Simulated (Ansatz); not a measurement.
# SiH₄ (singlet): CAM-B3LYP, wB97M-V over a scan of the distance Si1–H5, 6-31G

Aim: run SiH₄ (singlet) with these functionals over a scan of the distance Si1–H5, and hold them against the top wave-function level at the same points.

Program: Ansatz 0.2.0, Gaussian basis. Level of theory: 6-31G, all electrons in the functionals. These are calculated values, not measurements.

The runs, in order: CAM-B3LYP, wB97M-V, at 1.165 Å; 1.360 Å; 1.485 Å; 1.610 Å; 1.805 Å; 2.075 Å; 2.403 Å; 2.694 Å; 3.232 Å; 4.080 Å; 4.996 Å.

22 further runs of the same task are left out: 18 that didn't finish, 4 set aside as unsound or not needed.

### Step 1. The system

The geometry derives from a PBE0/def2-TZVP stationary point (not a proven minimum). One bond is set to the value named and the two fragments are kept rigid.

5 atoms, charge 0, spin multiplicity 1.

Atoms are counted from 1 here; the program's logs count them from 0.

Bond lengths: Si1–H2 1.485 Å, Si1–H3 1.485 Å, Si1–H4 1.485 Å, Si1–H5 1.485 Å. Angles: H2–Si1–H3 109.5°, H2–Si1–H4 109.5°, H2–Si1–H5 109.5°, H3–Si1–H4 109.5°, H3–Si1–H5 109.5°, H4–Si1–H5 109.5°.

As a file:

```
Si    0.0000    0.0000    0.0000
H     0.8558    0.8587    0.8568
H    -0.8596   -0.8544    0.8574
H    -0.8547    0.8555   -0.8611
H     0.8584   -0.8599   -0.8531
```

No dispersion term is added; wB97M-V holds VV10 nonlocal correlation.

The geometry shown and the zero of energy belong to the point 1.485 Å. The yardstick, FCI, and other wave-function levels (R restricted, U unrestricted, valence and pair active spaces) come from earlier runs.

### Step 2. CAM-B3LYP, 1.165 Å

The input, in.yaml:

```yaml
crystal:
  periodic: [false, false, false]
  atoms:
    - {symbol: Si, position_ang: [0.005800, -0.005809, -0.005764]}
    - {symbol: H, position_ang: [0.861649, 0.852935, 0.851067]}
    - {symbol: H, position_ang: [-0.853751, -0.860235, 0.851681]}
    - {symbol: H, position_ang: [-0.848931, 0.849726, -0.866912]}
    - {symbol: H, position_ang: [0.679424, -0.680550, -0.675226]}
basis:
  gaussian: {orbitals: 6-31G}
hamiltonian: {xc: {name: CAM-B3LYP}}
```

Launch:

```bash
ansatz run in.yaml --threads 1 --pin off --events-out ev --progress --plain --max-ram 2393MiB
```

Further steps of the session: CAM-B3LYP, 1.360 Å; CAM-B3LYP, 1.485 Å; CAM-B3LYP, 1.610 Å; CAM-B3LYP, 1.805 Å; CAM-B3LYP, 2.075 Å; CAM-B3LYP, 2.403 Å; CAM-B3LYP, 2.694 Å; CAM-B3LYP, 3.232 Å; CAM-B3LYP, 4.080 Å; CAM-B3LYP, 4.996 Å; wB97M-V, 1.165 Å; wB97M-V, 1.360 Å; wB97M-V, 1.485 Å; wB97M-V, 1.610 Å; wB97M-V, 1.805 Å; wB97M-V, 2.075 Å; wB97M-V, 2.403 Å; wB97M-V, 2.694 Å; wB97M-V, 3.232 Å; wB97M-V, 4.080 Å; wB97M-V, 4.996 Å.

Before running them: what should the planned runs give, taken together? Wanted: span of the FCI curve; largest miss, CAM-B3LYP; largest miss, wB97M-V.

The runs gave:

| quantity | value |
| --- | --- |
| span of the FCI curve | 79.0 kcal/mol |
| largest miss, CAM-B3LYP | +14.0 kcal/mol (2.694 Å) |
| largest miss, wB97M-V | +16.7 kcal/mol (2.694 Å) |

What this shows: Of the functionals, CAM-B3LYP keep the smallest largest miss at the points compared (at most 14.0 kcal/mol) and wB97M-V strays most (16.7 kcal/mol, at 2.694 Å). CAM-B3LYP, wB97M-V clearly break the spin symmetry at some points (⟨S²⟩ up to 1.00 above the pure value), so energy there is bought with a mixed spin. Functionals and the yardstick converge differently with the basis, so part of each miss in 6-31G is the basis.
